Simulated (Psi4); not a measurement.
# H3Si+ (SMILES [SiH3+]) at OREMP2/6-31++G(d,p) (Cartesian functions)

Aim: a single-point energy of H3Si+. Input form: a Python script.

The calculation is run with Psi4 1.11.

### 1 Starting point

H3Si+: 4 atoms, total charge +1, spin state singlet. SMILES: `[SiH3+]`. The shape is that of a PBE0-D4/def2-TZVP optimisation.

Bond lengths: Si1–H2 1.472 Å, Si1–H3 1.472 Å, Si1–H4 1.472 Å. Angles: H2–Si1–H3 120.0°, H2–Si1–H4 120.0°, H3–Si1–H4 120.0°.

### 2 The energy at OREMP2/6-31++G(d,p) (Cartesian functions)

Input file h3si.xyz:

```xyz
4
H3Si
Si     0.000000     0.000000     0.000000
H      0.686900     0.675400     1.113000
H     -0.118400    -1.467200    -0.009900
H     -0.568500     0.791700    -1.103100
```

Input file job.py:

```python
import psi4

psi4.set_memory('1600 MB')
psi4.set_num_threads(1)
psi4.core.set_output_file('h3si.out', False)

with open('h3si.xyz') as f:
    atoms = ''.join(f.readlines()[2:])
m = psi4.geometry('1 1\n' + atoms + 'symmetry c1')

psi4.set_options({
    'reference': 'rhf',
    'scf_type': 'pk',
    'cc_type': 'conv',
    'basis_guess': '3-21G',
    'orbital_optimizer_package': 'ooo',
})

energy_value, wavefunction = psi4.energy("oremp2/6-31++G**", return_wfn=True)
print(f'oremp2/6-31++G** energy: {energy_value:.10f} Eh')
```

Launch:

```
python job.py
```

Q: Predict the results. Wanted: total energy; HOMO energy; LUMO energy; HOMO–LUMO gap; correlation energy.

Answer, from the run:

Level: OREMP2/6-31++G** (Cartesian functions).

| quantity | value |
| --- | --- |
| total energy | -290.44545 Eh |
| HOMO energy (Hartree–Fock orbitals) | -21.08 eV |
| LUMO energy (Hartree–Fock orbitals) | -6.68 eV |
| HOMO–LUMO gap (Hartree–Fock orbitals) | 14.40 eV |
| correlation energy | -111.3 mEh |
